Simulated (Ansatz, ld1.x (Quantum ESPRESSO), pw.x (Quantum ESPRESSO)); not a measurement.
# vanadium: one change to the RRKJ potential, in the atom and in the bcc crystal

V, norm-conserving RRKJ (Kleinman–Bylander form), made with ld1.x (Quantum ESPRESSO) 7.5 (PBE, scalar-relativistic). Core [Ar], reference 3d3 4s2 4p0. Waves: 4p (bound, empty): rc 2.65 bohr; 3d (bound): rc 1.25 bohr; 4s (bound): rc 2.65 bohr. Local part: the s channel. Core correction: none.

Change: wave 4p (bound): rc 2.65 bohr becomes 4p (bound): rc 3.60 bohr.

Cutoffs, loose and tight: the cutoffs (Ry, on a coarse ladder) from which the occupation-weighted sum of valence levels, in a spherical-Bessel basis at the reference potential, stays within 10 and 1 mRy of its value at 400 Ry. They do not see the model core or the augmentation charge, which bear on the density cutoff. Test errors are all-electron minus pseudo excitation energies from the reference, over the configurations 3d3 4s1 4p0; 3d3 4s0 4p0; 3d2 4s0 4p0; 3d3.5 4s1.5 4p0; 3d2 4s2 4p0; 3d4 4s1 4p0; 3d3 4s1.5 4p0; variants that change the core or the reference have their own tests.

Crystal test: bcc V in pw.x 7.5, no spin, 15³ k-points, Fermi–Dirac smearing 0.01 Ry, cutoffs set for each file from its atomic test. The reference is all-electron LAPW (Ansatz 0.2.0) with the same functional, mesh and smearing; V0 and B0 come from Birch–Murnaghan fits to the pressures at five volumes. Errors are pseudo minus all-electron; Δ is the rms difference of the E(V) curves that follow from these fits, minima aligned, over ±6 % about the mean V0. Mesh and smearing are coarse, so the numbers serve the comparison and aren't converged zero-temperature values; the lattice is a test structure that the element need not adopt.

All-electron: a0 = 3.000 Å (V0 = 13.50 Å³/atom), B0 = 179.4 GPa.

Q: Does the change bring the crystal closer to the all-electron result?

A: The mean pressure error goes from +19.85 to +16.88 GPa, so the change moves the solid closer to the all-electron pressures. Neither pressure curve crosses zero within the volumes sampled, so no fits are given.

```json
{"quantity": "outcome (atom)", "base": "generated", "changed": "generated"}
{"quantity": "cutoff, loose (atom)", "base": "100 Ry", "changed": "100 Ry"}
{"quantity": "cutoff, tight (atom)", "base": "110 Ry", "changed": "110 Ry"}
{"quantity": "bound ghosts (atom)", "base": "none", "changed": "none"}
{"quantity": "largest test error (meV) (atom)", "base": "-230", "changed": "-230"}
{"quantity": "cutoffs in pw.x (Ry)", "base": "135/540", "changed": "135/540"}
{"quantity": "mean pressure error (GPa)", "base": "+19.85", "changed": "+16.88"}
```

Base: The largest radius (2.65 bohr) exceeds half the bond length (2.45 bohr), so the spheres overlap, which is one possible source of error among others. This is a poor potential for the solid. Changed file: The largest radius (3.60 bohr) exceeds half the bond length (2.45 bohr), so the spheres overlap, which is one possible source of error among others. This is a poor potential for the solid. The atomic cutoffs weigh occupied waves only.
